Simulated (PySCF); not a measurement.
# HNO3 (nitric acid): the cost of one run

Computed with PySCF 2.14.0, with density-fitted response routines of our own, on a single molecule in the gas phase. Atoms are numbered from 0 throughout.

### Step 1. Starting geometry

5 atoms, charge 0, multiplicity 1; geometry from: GFN2-xTB. The atoms were then displaced at random by about 0.01 Å, so the start is not that level's minimum.

Bonds of the start (Å): O0–N1 1.17, N1–O2 1.18, N1–O3 1.42, O3–H4 0.94.

### Step 2. Optimising the geometry at PBE0-D3(BJ)/def2-SVP

What the job is given:

```
{"job": {"xc": "PBE0", "basis": "def2-SVP", "d3": "d3bj", "grid": 1, "shake": 0.01, "kind": "geom"}, "charge": 0, "multiplicity": 1}
O     -0.371390     0.911030    -0.795390
N     -0.450030    -0.043960    -0.131090
O     -1.359110    -0.773610     0.071960
O      0.772350    -0.378050     0.514100
H      1.441750     0.250610     0.302530
```

The run is started by

```sh
$ OMP_NUM_THREADS=1 python probes_run.py task.json out
```

The driver reads the jobs from task.json and runs them one after another.

**Question.** How long does this first job take on 1 thread of Arm Neoverse V1, shared host, and how much memory does it need?

About 9 s, with a peak of 0.28 GiB.
